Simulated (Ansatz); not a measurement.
# The aluminium atom (doublet): from Hartree-Fock to the top rungs, STO-3G

How much of the correlation energy of the aluminium atom (doublet) does each wave-function method recover here?

Method: STO-3G, core rule «outside noble gas», up to 5 orbitals frozen; program: Ansatz 0.2.0, Gaussian basis.

Plan: CCSD(T) on UHF; BCCD(T) on ROHF; CISD; CCSDT on ROHF; CCSDT on UHF; CASSCF and MRCISD+Q, 3 electrons in 4 orbitals; CASSCF and MRCISD+Q(relaxed), 3 electrons in 4 orbitals; CASSCF and NEVPT4(SD), 3 electrons in 4 orbitals; CASSCF and NEVPT2, 3 electrons in 4 orbitals; Full CI.

**1. The atom**

A free atom, in its lowest state of this spin that the program finds.

1 atom, charge 0, spin multiplicity 2.

**2. CCSD(T) on UHF**

in.yaml reads:

```yaml
crystal:
  periodic: [false, false, false]
  atoms:
    - {symbol: Al, position_ang: [0.000000, 0.000000, 0.000000]}
basis:
  gaussian: {orbitals: STO-3G}
magnetization: {spin_polarized: true, initial_magnetization: 1}
correlation: {method: ccsd_t, electrons: outside_noble_gas}
```

Run with:

```bash
$ ansatz run in.yaml --threads 1 --pin off --events-out ev --progress --plain --max-ram 3916MiB
```

The runs that follow: BCCD(T) on ROHF; CISD; CCSDT on ROHF; CCSDT on UHF; CASSCF and MRCISD+Q, 3 electrons in 4 orbitals; CASSCF and MRCISD+Q(relaxed), 3 electrons in 4 orbitals; CASSCF and NEVPT4(SD), 3 electrons in 4 orbitals; CASSCF and NEVPT2, 3 electrons in 4 orbitals; Full CI.

**Question.** What will the summary of the whole plan be? Wanted: FCI below the UHF energy; UMP2 from FCI; UCCSD(T) from FCI; NEVPT2 valence from FCI; NEVPT4(SD) valence from FCI; MRCISD+Q valence from FCI; effectively unpaired electrons.

The runs gave:

| quantity | value |
| --- | --- |
| FCI below the UHF energy | -0.6953 eV |
| UMP2 from FCI | +7.14 kcal/mol |
| UCCSD(T) from FCI | 0.00 kcal/mol |
| NEVPT2 valence from FCI | 0.00 kcal/mol |
| NEVPT4(SD) valence from FCI | 0.00 kcal/mol |
| MRCISD+Q valence from FCI | 0.00 kcal/mol |
| levels within 1 kcal/mol (43 meV) | UCCSD, UCCSD(T), BCCD(T), UCCSDT, CASSCF valence, NEVPT2 valence, NEVPT4(SD) valence, MRCISD valence, MRCISD+Q valence, MRCISD+Q(relaxed) valence |
| effectively unpaired electrons | 1.03 |

UCCSD(T) misses by 0.00 kcal/mol, 0.0 % of the correlation energy. One determinant dominates. Of the multireference levels listed NEVPT2 valence comes nearest in total energy (0.00 kcal/mol), which doesn't show that its space is the better one. These misses are within one basis, not against nature; the frozen cores of restricted and unrestricted runs differ, which can shift their rows.
